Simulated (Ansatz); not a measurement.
The same path of CH4AlCl (7 atoms, charge 0, multiplicity 1) was run twice with different band settings. Lost on the way: Al1–H2, Al1–C3. Made: H2–C3.

These are results of Ansatz, RKS PBE/def2-SVP, not measurements.

Relaxed end points:

```xyz
7
Properties=species:S:1:pos:R:3
Al 0.280 -0.092 0.533
H -0.213 -0.426 2.013
C 2.152 0.063 -0.006
H 2.688 -0.898 0.156
H 2.262 0.342 -1.072
H 2.681 0.823 0.609
Cl -1.257 0.187 -0.912
```

```xyz
7
Properties=species:S:1:pos:R:3
Al -1.593 -0.720 0.290
H 1.771 0.016 1.490
C 2.295 0.068 0.516
H 2.705 -0.930 0.268
H 1.589 0.386 -0.275
H 3.122 0.800 0.587
Cl -1.297 0.381 -1.556
```

Common settings: movable images 9; climbing image yes; spring 5.0 eV/Å²; optimiser quadratic models (default); start path through a guess of the saddle point; iteration limit 60; end points relaxed.

| run | force threshold |
| --- | --- |
| 1 | 0.03 eV/Å |
| 2 | 0.5 eV/Å |

(1) What does each run give, and how far can it be trusted?

## Answers

(1) Run 1: converged after 13 iterations, highest image 3.136 eV above the first end. Neighbouring images differ by up to 1.9 eV, so the band resolves the path poorly. A vibrational analysis at the climbing image gives one clearly imaginary mode, 1267i cm⁻¹: a first-order saddle point.
Run 2: converged after 8 iterations, highest image 3.167 eV above the first end. The threshold of 0.5 eV/Å is loose, so the images may lie well off the minimum-energy path. Neighbouring images differ by up to 1.6 eV, so the band resolves the path poorly. The order of the stationary point at the top wasn't checked.
The orbitals stay closed-shell, which can raise the energy where a bond breaks towards radicals; this wasn't checked here.
